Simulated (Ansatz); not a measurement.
Isomers of C4H7NO

3 of its isomers, all singlets with charge 0: A = 2-pyrrolidinone `O=C1CCCN1`; B = 2-methyloxazoline `CC1=NCCO1`; C = methacrylamide `C=C(C)C(N)=O`.

Shapes, held fixed at every level: PBE0-D4/def2-TZVP. Flexible molecules stand in one conformer, not always the lowest. Programs: Ansatz 0.2.0.

Electronic energies in kJ/mol, without zero-point or thermal terms.

```csv
level,kind,B − A,C − A
HF/def2-SVP,Hartree–Fock,+88.3,+50.0
HF/def2-TZVPP,Hartree–Fock,+78.7,+42.7
PBE-D4/def2-TZVPP,GGA,+83.3,+47.2
r2SCAN-D4/def2-TZVPP,meta-GGA,+82.4,+45.0
BHLYP-D4/def2-TZVPP,global hybrid,+82.4,+45.3
MP2/def2-TZVPP,perturbation theory,+82.1,+49.6
CCSD(T)/def2-TZVPP,coupled cluster or CI,+74.3,+44.5
CCSD(T)/CBS estimate,coupled cluster or CI,+76.3,+43.7
```

The highest level, CCSD(T)/CBS estimate, puts A lowest of these. All levels agree on that. The B − A difference spans +74.3 to +88.3 kJ/mol over the levels. The CBS estimate extrapolates MP2 from def2-TZVPP and def2-QZVPP and adds CCSD(T) − MP2 in the triple-zeta set, cores frozen.
